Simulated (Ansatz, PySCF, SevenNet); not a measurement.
## Zinc-blende AlN (metastable phase): bulk modulus B0 by level of theory

No measured value is used here.

| level (code) | value (GPa) | cell (Å³/atom) |
|---|---|---|
| SevenNet-0 | 201 | 10.65 |
| LDA (Ansatz) | 210 | 10.24 |
| PBE (Ansatz) | (withheld) | 10.67 |
| RPBE (Ansatz) | (withheld) | 10.87 |
| PBE-D4 (Ansatz) | 201 | 10.43 |
| r²SCAN (Ansatz) | 210 | 10.43 |
| B3LYP (VWN-RPA form) (Ansatz) | 204 | 10.54 |
| Hartree–Fock (Ansatz) | (withheld) | 10.36 |
| MP2 (PySCF) | 205 ± 6 | 10.56 |
| CCSD(T) (PySCF) | 207 ± 6 | 10.52 |

### Question
Fill in the missing entries.

### Answer

- PBE (Ansatz, an electronic-structure program), value (GPa): 193
- RPBE (Ansatz), value (GPa): 185
- Hartree–Fock (Ansatz), value (GPa): 230

A ± on a computed value is a rough bar: the spread of its extrapolation, a floor set from checks against published values, or a statistical error. Each level is taken at its own relaxed cell. Cutoffs and k meshes differ between the levels. Ansatz's density-functional and Hartree–Fock values are scalar-relativistic unless marked +SOC, with PAW data made under PBE.

Machine-learned potentials (SevenNet-0) are trained on DFT data: a solid inside that data is no test of them.
